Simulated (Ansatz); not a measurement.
Consider the cleavage of the B–B bond: `BBO` + `[SiH3]S` → `BS[SiH3]` + `BO`.

Computed with Ansatz on PBE0-D4/def2-TZVP structures; ΔE is electronic, products minus reactants. CCSD(T)/CBS is the MP2 limit (def2-TZVPP, def2-QZVPP) plus CCSD(T) − MP2 in def2-TZVPP, frozen cores. This one scheme is used for every species. Functionals use def2-TZVPP. Each species was taken in one conformer, which may not be the lowest.

```tsv
level	ΔE (kJ/mol)
PBE0	-114.0
HF/def2-QZVPP	-106.5
```

What does CCSD(T)/CBS give? (An estimate is asked.)

Ansatz gave: -118.9 kJ/mol. The listed levels differ from it by 4.9, 12.4 kJ/mol.

Largest T1 diagnostic among the species: 0.014.

Leaving LDA and LC-ωPBE aside and taking each functional with its dispersion term where it has one, the values, not all of them listed here, spread over 9.1 kJ/mol, from PBE-QIDH to B97M-V. LDA lies −4.5 kJ/mol from PBE without D4. At CCSD(T), def2-SVP lies −8.6 kJ/mol from the extrapolated value and def2-TZVPP −0.5 kJ/mol.
